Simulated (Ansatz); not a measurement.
in.yaml

```yaml
crystal:
  periodic: [false, false, false]
  atoms:
    - {symbol: I, position_ang: [0.000000, -0.031039, 0.000001]}
    - {symbol: H, position_ang: [0.000000, 1.953949, -2.018530]}
    - {symbol: H, position_ang: [0.000000, 1.954032, 2.018450]}
basis:
  gaussian: {orbitals: def2-SVP}
total_charge: 1
magnetization: {spin_polarized: false}
correlation: {method: ccsdtq, electrons: outside_noble_gas}
```

```sh
$ ansatz run in.yaml --threads 1 --pin off --events-out ev --progress --plain --max-ram 2393MiB
```

Log:

```
724 factors; integrals over basis functions are off by at most 1.4e-7 eV
mean field evaluation 1: about -8082.3759 eV, gradient 2.5e1 eV
mean field evaluation 2: about -8082.3776 eV, gradient 2.5e1 eV
mean field evaluation 4: about -8087.0166 eV, gradient 3.3e0 eV
mean field evaluation 8: about -8087.0626 eV, gradient 1.6e-4 eV
mean field evaluation 16: about -8087.0164 eV, gradient 3.3e0 eV
mean field evaluation 32: about -8087.0624 eV, gradient 1.0e-1 eV
mean field evaluation 64: about -8081.1203 eV, gradient 9.4e0 eV
mean field evaluation 96: about -8080.9699 eV, gradient 6.3e-4 eV
mean field -8087.06254984 eV, -297.1940670986 hartree, gradient 2.0e-6 eV, S^2 0.000000; 2 other end points of the search recorded, 0 dependent functions left out; unrestricted orbitals would lower it
mean field evaluation 128: about -8090.1913 eV, gradient 1.3e-3 eV
mean field evaluation 160: about -8088.6580 eV, gradient 9.0e0 eV
...
cycle  12  -5.87308333 eV  change   -1.4e-4 eV  update   1.6e-4
cycle  13  -5.87286444 eV  change    2.2e-4 eV  update   7.4e-5
cycle  14  -5.87282144 eV  change    4.3e-5 eV  update   6.5e-5
cycle  15  -5.87289605 eV  change   -7.5e-5 eV  update   2.3e-5
cycle  16  -5.87290976 eV  change   -1.4e-5 eV  update   1.6e-5
cycle  17  -5.87291930 eV  change   -9.5e-6 eV  update   9.4e-6
cycle  18  -5.87291536 eV  change    3.9e-6 eV  update   4.9e-6
cycle  19  -5.87291539 eV  change   -3.5e-8 eV  update   2.8e-6
cycle  20  -5.87291684 eV  change   -1.4e-6 eV  update   1.2e-6
cycle  21  -5.87291592 eV  change    9.1e-7 eV  update   8.8e-7
Total energy: -8092.93546576 eV, -297.4098927780 hartree
```

Ran on 1 thread of Arm Neoverse N1, shared host: 59 s wall, 0.28 GiB peak host memory.
